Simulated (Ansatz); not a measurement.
**ClFH2Si: taking an electron away**

The task here is to estimate one member of a computed series from the others.

The runs use Ansatz 0.2.0, Gaussian basis; unrestricted cation, the program's frozen cores in correlated methods.

Levels to be run: UKS PBE-D4/def2-TZVPP; UKS r2SCAN-D4/def2-TZVPP; UKS PBE0-D4/def2-TZVPP; UKS B3LYP-D4/def2-TZVPP; UKS wB97X-V/def2-TZVPP; UKS wB97M-V/def2-TZVPP; UKS B2PLYP/def2-TZVPP; UHF-CCSD(T)/def2-TZVPP; UHF-CCSD(T)/def2-QZVPP; extrapolation to the limit; then −ε(HOMO) from the neutral's earlier runs with LDA (SPW92), PBE-D4, revPBE-D4, BLYP-D4, r2SCAN-D4, B97M-V, PBE0-D4, B3LYP-D4, r2SCANh-D4, r2SCAN0-D4, HSE06-D4, BHLYP-D4, CAM-B3LYP-D4, LC-ωPBE, ωB97X-V, ωB97M-V.

## Structure used throughout

An earlier PBE0-D4 in a triple-zeta def2 set relaxation fixed the geometry.

SMILES `F[SiH2]Cl`, 5 atoms, charge 0, spin multiplicity 1.

Atoms are counted from 1 here; the program's logs count them from 0.

Bond lengths: F1–Si2 1.589 Å, Si2–Cl3 2.036 Å, Si2–H4 1.475 Å, Si2–H5 1.475 Å. Angles: F1–Si2–Cl3 108.8°, F1–Si2–H4 108.3°, F1–Si2–H5 108.3°, Cl3–Si2–H4 108.8°, Cl3–Si2–H5 108.8°, H4–Si2–H5 113.7°.

The first run:

Contents of in.yaml:

```yaml
crystal:
  periodic: [false, false, false]
  atoms:
    - {symbol: F, position_ang: [-0.468297, 0.123519, 1.504591]}
    - {symbol: Si, position_ang: [0.098002, -0.085629, 0.034341]}
    - {symbol: Cl, position_ang: [-1.064507, 0.955950, -1.272389]}
    - {symbol: H, position_ang: [0.014572, -1.521451, -0.293739]}
    - {symbol: H, position_ang: [1.470128, 0.453910, -0.014105]}
basis:
  gaussian: {orbitals: def2-TZVPP}
total_charge: 1
magnetization: {spin_polarized: true, initial_magnetization: 1}
hamiltonian: {xc: pbe, dispersion: d4}
```

Started as:

```
$ ansatz run in.yaml --threads 2 --pin off --events-out ev --progress --plain --max-ram 32768MiB --backend cpu
```

Among the steps run: Cation, UKS PBE-D4/def2-TZVPP; Cation, UKS r2SCAN-D4/def2-TZVPP; Cation, UKS PBE0-D4/def2-TZVPP; Cation, UKS B3LYP-D4/def2-TZVPP; Cation, UKS wB97X-V/def2-TZVPP; Cation, UKS wB97M-V/def2-TZVPP; Cation, UKS B2PLYP (frozen core)/def2-TZVPP; Cation, UHF-CCSD(T)/def2-TZVPP; Cation, UHF-CCSD(T)/def2-QZVPP.

One table of the session follows, with a row left open; its other results are not shown here.

It belongs to the step «Ionisation energies side by side». For comparison, −ε(HOMO) of the neutral from earlier runs:

```
  functional  −ε(HOMO) (eV)
 LDA (SPW92)           7.94
      PBE-D4           7.87
   revPBE-D4           7.83
     BLYP-D4           7.75
   r2SCAN-D4           8.24
      B97M-V           8.33
     PBE0-D4           9.27
    B3LYP-D4              ?
  r2SCANh-D4           8.75
  r2SCAN0-D4           9.51
    HSE06-D4           8.87
    BHLYP-D4          10.57
CAM-B3LYP-D4          10.66
     LC-ωPBE          12.07
     ωB97X-V          11.70
     ωB97M-V          11.51
```

Estimate the missing values for B3LYP-D4.

Worked estimate for «−ε(HOMO) (eV)». Against the share of exact exchange, BLYP-D4 (0, 7.75), BHLYP-D4 (0.5, 10.57) give a slope of 5.64 per unit share; at 0.2 the line stands at 8.88.

As computed: −ε(HOMO) (eV): 9.03. In «−ε(HOMO) (eV)» the line misses by -0.15.

Caveats from the session: The cation may have settled in a state other than its lowest; no search over hole states beyond the program's own was made.
